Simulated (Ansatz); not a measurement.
`C=C(O)SS`, charge 0, multiplicity 1.

Task: Give a relaxed structure at PBE0-D4/def2-TZVP (Ansatz). (An estimate is asked.)

Result: Computed: 
Z-matrix (Å, degrees):
```
C
C 1 1.329
H 1 1.080 2 120.5
H 1 1.082 2 120.3 3 178.6
O 2 1.338 1 123.7 3 178.7
S 2 1.781 1 118.2 3 -6.4
H 5 0.972 2 108.6 1 -168.0
S 6 2.039 2 102.5 1 155.8
H 8 1.350 6 100.0 2 -82.4
```
This is one stationary point; other conformers may exist.
